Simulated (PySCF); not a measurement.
Exact simulation of a proton spin system

Molecule: SMILES [H]/N=C\C(=C)C, C4H7N.

Geometry (Å), atoms numbered from 1 in this order:
```xyz
12

C    -0.233    1.574   -0.315
C    -0.013    0.277   -0.054
C    -1.091   -0.668    0.379
C     1.360   -0.250   -0.196
N     1.765   -1.438    0.005
H    -1.227    2.019   -0.226
H     0.585    2.230   -0.629
H    -0.864   -1.105    1.365
H    -1.192   -1.507   -0.330
H    -2.063   -0.162    0.447
H     2.110    0.493   -0.518
H     0.986   -2.039    0.299
```

How the numbers were obtained: PBE0-D3(BJ)/def2-SVP geometry, GIAO PBE/pcSseg-2 shieldings, couplings computed with B3LYP/pcJ-1 (spin–dipole term only in couplings to heteroatoms), in PySCF 2.14.0 with density-fitted response routines (no solvent model, one averaged value for each set of equivalent atoms, one conformer, no relativistic terms).

Chemical shifts δ = σref − σ; $^{1}$H (31.18 ppm) vs TMS, all at this level.

Shifts (ppm): H6 5.78, H7 5.58, H8/H9/H10 1.78, H11 8.34.
Couplings (Hz): H6–H7: 1.9; H6–H8, H6–H9, H6–H10: -2.1; H6–H11: -0.7; H7–H8, H7–H9, H7–H10: -1.5; H7–H11: -0.5; H8–H9, H8–H10, H9–H10: -16.1; H8–H11, H9–H11, H10–H11: -0.4.

The 6-spin Hamiltonian (Zeeman plus full scalar coupling among like nuclei) was diagonalised exactly; lines are Lorentzian, 0.7 Hz wide, and the maxima above 3 % are listed with the tallest set to 100.

Q: Give the $^{1}$H peak list of this spin system at 60 MHz.

A: 
δ in ppm (height): 8.340 (49), 5.855 (4), 5.844 (5), 5.820 (15), 5.810 (15), 5.787 (23), 5.777 (23), 5.753 (18), 5.743 (18), 5.719 (6), 5.708 (6), 5.628 (8), 5.604 (21), 5.579 (28), 5.554 (19), 5.530 (6), 1.808 (65), 1.780 (100), 1.752 (63)

Q: And at 700 MHz?

A: 
δ in ppm (height): 8.340 (50), 5.786 (5), 5.785 (5), 5.783 (16), 5.782 (16), 5.780 (23), 5.780 (23), 5.778 (17), 5.777 (16), 5.775 (5), 5.774 (5), 5.584 (7), 5.582 (20), 5.580 (28), 5.578 (20), 5.576 (7), 1.782 (64), 1.780 (100), 1.778 (64)

Q: Among coupled protons with different shifts, which pair is furthest from first order, and how does the field change that?

A: H6 and H7: Δν/J is about 6.3 at 60 MHz (intermediate, with clear roofing) and 73.7 at 700 MHz (close to first order). J in Hz doesn't depend on the field, while Δν in Hz grows in proportion to it.

OH/NH shifts are gas-phase values; hydrogen bonding in solution moves them, usually downfield.
